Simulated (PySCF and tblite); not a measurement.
Values are calculated unless marked as measured or tabulated.
**Barrier and rate of a rotation**

System: acrylic acid, C₃H₄O₂, numbered as in [CH2:1]=[CH:2][C:3](=[O:4])[OH:5].

Motion: rotation about the C2–C3 bond (torsion C1–C2–C3–O4 from 0° to 180°, rising). The path came from a restrained scan, a climbing-image band and a saddle search at GFN2-xTB; energies are PBE0/pcSseg-1 + D3(BJ), IEF-PCM acetone//GFN2-xTB, thermal terms GFN2-xTB. Rates follow Eyring's equation with the number of equivalent paths and no tunnelling. Programs: tblite and PySCF.

| point | symmetry | E(GFN2) kcal/mol | E(DFT) kcal/mol | ZPE change kcal/mol | lowest mode cm⁻¹ | dipole D |
| --- | --- | --- | --- | --- | --- | --- |
| start | Cs | 0.0 | 0.0 | 0.00 | 98 | 1.95 |
| saddle | C1 | 3.9 | 6.1 | -0.30 | 105i | 2.11 |
| end | Cs | 0.6 | 0.3 | 0.00 | 76 | 2.81 |

| Property | Result |
| --- | --- |
| Electronic barrier | 6.1 kcal/mol |
| Barrier with zero-point energy | 5.8 kcal/mol |
| ΔH‡ (298 K) | 5.4 kcal/mol |
| ΔS‡ (298 K, symmetry apart) | -2.6 cal/(mol K) |
| Paths | 2 equivalent paths |
| End point | a different minimum |
| Mean lifetime of the start against this motion at 298 K | 2.8 ns |
| Cost | 17 s on 1 thread of Arm Neoverse V2 (shared host) (rough), peak memory 0.5 GiB, launched as `OMP_NUM_THREADS=1 python ens_run.py task.json out` |

```
T/K  ΔG‡ kcal/mol    k s⁻¹  ΔG kcal/mol  k back s⁻¹
200           6.0  2.3×10⁶          0.3     4.9×10⁶
250           6.1  4.9×10⁷          0.3     9.1×10⁷
298           6.2  3.6×10⁸          0.3     6.1×10⁸
350           6.3  1.7×10⁹          0.3     2.7×10⁹
400           6.4  5.1×10⁹          0.3     7.8×10⁹
```

ΔG and ΔG‡ leave out symmetry numbers and mirror images; rates count paths: 2 out, 2 back.
